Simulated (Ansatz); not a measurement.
# BH₃+ (doublet): wave-function methods side by side, def2-TZVPP

One table from this session's results is given with a row withheld; the runs are named, their logs left out.

The runs use Ansatz 0.2.0, Gaussian basis; def2-TZVPP, core rule «outside noble gas», up to 1 orbitals frozen.

Plan: UHF; ROHF; CCSD(T) on UHF.

2 further runs of the same task are left out: 2 set aside as unsound or not needed.

## The system

The geometry is a PBE0/def2-TZVP stationary point (not a proven minimum) of the parent state, kept for this charge and spin.

4 atoms, charge 1, spin multiplicity 2.

Atoms are counted from 1 here; the program's logs count them from 0.

Bond lengths: B1–H2 1.193 Å, B1–H3 1.193 Å, B1–H4 1.193 Å. Angles: H2–B1–H3 120.0°, H2–B1–H4 120.0°, H3–B1–H4 120.0°.

The first run:

Input file in.yaml:

```yaml
crystal:
  periodic: [false, false, false]
  atoms:
    - {symbol: B, position_ang: [0.000000, 0.000000, 0.000000]}
    - {symbol: H, position_ang: [1.193377, 0.014556, -0.000258]}
    - {symbol: H, position_ang: [-0.609294, 1.026213, -0.002837]}
    - {symbol: H, position_ang: [-0.584082, -1.040768, 0.003095]}
basis:
  gaussian: {orbitals: def2-TZVPP}
total_charge: 1
magnetization: {spin_polarized: true, initial_magnetization: 1}
hamiltonian: {xc: hf}
output: {orbitals: {seedname: orbitals}}
```

Run with:

```console
$ ansatz run in.yaml --threads 1 --pin off --events-out ev --progress --plain --max-ram 2816MiB --backend cpu
```

Steps of the session up to this table: UHF; ROHF; CCSD(T) on UHF.

One table of the session follows, with a row left open; its other results are not shown here.

| method | from UCCSD(T) (kJ/mol) |
| --- | --- |
| ROHF | +290.8 |
| UHF | ? |
| UMP2 | +62.1 |
| UCCSD | +5.1 |
| UCCSD(T) | 0 |

**Question.** Estimate the row for UHF.

**Answer.** from UCCSD(T) (kJ/mol): +278.3. In the column «from UCCSD(T) (kJ/mol)» it lies between UMP2 (+62.1) and ROHF (+290.8).

Limits of these values: Warnings: coupled cluster took another determinant than the lowest.
